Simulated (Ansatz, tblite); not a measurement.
# (H3Si)2CH2 (CH₈Si₂): charged states by level of theory

An exercise on one series of results from a longer session: the logs are not shown, and one member is left open.

Method: as each input shows; program: Ansatz 0.2.0, Gaussian basis.

Plan: charge +1 doublet, at the geometry of the singlet (PBE0-D4/def2-TZVP, PBE-D4/def2-TZVP, r2SCAN-D4/def2-TZVP, CCSD(T)/def2-TZVPP); charge -1 doublet, at the geometry of the singlet (PBE0-D4/def2-TZVPD, PBE-D4/def2-TZVPD, r2SCAN-D4/def2-TZVPD); the starting singlet's energies come from earlier runs.

### The structure

The singlet was relaxed beforehand with PBE-D4/def2-SVP.

11 atoms, charge 0, spin multiplicity 1.

Atoms are counted from 1 here; the program's logs count them from 0.

Bond lengths: Si1–H2 1.506 Å, Si1–H3 1.506 Å, Si1–H4 1.506 Å, Si1–C5 1.893 Å, C5–Si6 1.893 Å, C5–H10 1.112 Å, C5–H11 1.112 Å, Si6–H7 1.506 Å, Si6–H8 1.506 Å, Si6–H9 1.506 Å. Angles: H2–Si1–H3 108.5°, H2–Si1–H4 108.5°, H2–Si1–C5 111.2°, H3–Si1–H4 108.4°, H3–Si1–C5 110.2°, H4–Si1–C5 110.1°, Si1–C5–Si6 114.6°, Si1–C5–H10 108.8°, Si1–C5–H11 108.7°, Si6–C5–H10 108.7°, Si6–C5–H11 108.8°, H10–C5–H11 107.0°, C5–Si6–H7 110.1°, C5–Si6–H8 110.2°, C5–Si6–H9 111.2°, H7–Si6–H8 108.4°, H7–Si6–H9 108.5°, H8–Si6–H9 108.5°.

The first run:

The input, in.yaml:

```yaml
crystal:
  periodic: [false, false, false]
  atoms:
    - {symbol: Si, position_ang: [-0.931177, -1.260672, 0.373342]}
    - {symbol: H, position_ang: [-1.587389, -1.773117, 1.627937]}
    - {symbol: H, position_ang: [0.001455, -2.323176, -0.144777]}
    - {symbol: H, position_ang: [-1.999308, -1.021992, -0.660582]}
    - {symbol: C, position_ang: [0.022907, 0.340903, 0.703978]}
    - {symbol: Si, position_ang: [0.917192, 1.050967, -0.806224]}
    - {symbol: H, position_ang: [1.939256, 0.067744, -1.311701]}
    - {symbol: H, position_ang: [-0.067583, 1.322276, -1.912479]}
    - {symbol: H, position_ang: [1.620349, 2.338668, -0.467674]}
    - {symbol: H, position_ang: [0.769976, 0.154275, 1.505640]}
    - {symbol: H, position_ang: [-0.685678, 1.104134, 1.092550]}
basis:
  gaussian: {orbitals: def2-SVP}
total_charge: 1
magnetization: {spin_polarized: true, initial_magnetization: 1}
hamiltonian: {xc: pbe0, dispersion: d4}
output: {orbitals: {seedname: orbitals}}
```

The run is started by

```console
$ ansatz run in.yaml --threads 4 --pin off --events-out ev --progress --plain --max-ram 3916MiB
```

Among the steps run: Charge +1 doublet at the fixed geometry, first pass, PBE0-D4/def2-SVP; Charge +1 doublet at the fixed geometry, PBE0-D4/def2-TZVP; Charge +1 doublet at the fixed geometry, PBE-D4/def2-TZVP; Charge +1 doublet at the fixed geometry, r2SCAN-D4/def2-TZVP; Charge +1 doublet at the fixed geometry, CCSD(T)/def2-TZVPP.

One table of the session follows, with a row left open; its other results are not shown here.

It belongs to the step «Vertical ionisation energy». 

```
             method  vertical ionisation energy (eV)
      HF/def2-TZVPP                            10.14
   PBE-D4/def2-TZVP                            10.47
r2SCAN-D4/def2-TZVP                            10.60
  PBE0-D4/def2-TZVP                            10.76
     MP2/def2-TZVPP                            11.19
    CCSD/def2-TZVPP                                ?
 CCSD(T)/def2-TZVPP                            11.01
```

**Question.** Estimate the row for CCSD/def2-TZVPP.

**Answer.** vertical ionisation energy (eV): 10.98. In the column «vertical ionisation energy (eV)» it lies between PBE0-D4/def2-TZVP (10.76) and CCSD(T)/def2-TZVPP (11.01).
